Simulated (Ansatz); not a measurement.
We consider rutile MnO2, described by PBE in Ansatz (PAW).

Numerical settings: plane-wave cutoff 500 eV, 10×10×14 k mesh (along the axes of the cell as run), Fermi–Dirac smearing 0.05 eV, magnetic order afm, spin-polarised with opposed moments, scalar-relativistic PAW data made under PBE.

Computed at the level's own relaxed cell.

Task: What does this level give for the volume per atom and magnetic moment (largest site, within a sphere)?

Result: 
- volume per atom: 9.37 Å³/atom
- magnetic moment (largest site, within a sphere): 2.23 μB

The run finds no gap.

Note: the collinear magnetic order is the start's and need not be the measured one.

Moments are spin moments.

Static lattice: no zero-point or thermal effects.

Computing time: around 10 core-minutes (rough).

Ansatz is a first-principles code.
